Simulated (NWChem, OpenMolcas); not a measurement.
**The same job for NWChem**

OpenMolcas 26.06 runs this on BOF (fluoro(oxo)borane):

mol.xyz:
```
3

O      2.138439    -1.229288     1.043890
B      0.020300    -0.011600     0.009900
F     -1.003400     0.576800    -0.489800
```

run.input:
```
&GATEWAY
 BasLib=$CurrDir
 Coord=mol.xyz
 Basis=cc-pVTZ
 Group=NoSym

&SEWARD

&SCF
 Thresholds=1e-10 1e-07 1e-07 1e-05
 PrOrbitals=1 1

&RASSCF
 FileOrb=$Project.ScfOrb
 Spin=1
 Nactel=0 0 0
 Inactive=11
 Ras2=0
 OutOrbitals=Canonical
 OrbListing=Nothing

&MOTRA
 JobIph
 Frozen=3

&CCSDT
 CCT
 Triples=2
 Iterations=80
 Accuracy=1e-08
 Extrapolation=5 4
```

```bash
$ export MOLCAS_MEM=1860
$ pymolcas run.input > run.log
```

(Basis files named in the input come from the Basis Set Exchange and aren't shown.)

The O1–B2 distance was set to 2.653 Å, away from the relaxed value.

A bond is far stretched, where a restricted reference may be unsound.

It gives a total energy of -199.409117 Eh.

Q: Write the same calculation for NWChem 7.3.0 as an input file of the program's own.

A: For example:

sp.nw:
```
start sp
memory 2200 mb

geometry units angstrom noautosym nocenter noautoz
  O     2.138439   -1.229288    1.043890
  B     0.020300   -0.011600    0.009900
  F    -1.003400    0.576800   -0.489800
end

basis spherical bse
  * library cc-pVTZ
end

scf
  thresh 1e-08
  maxiter 80
  print low
end

ccsd
  freeze core 3
  maxiter 60
end

task ccsd(t) energy
```

```bash
$ nwchem sp.nw > sp.out
```

Its energy is -199.409118 Eh, 0.001 mEh from the first.
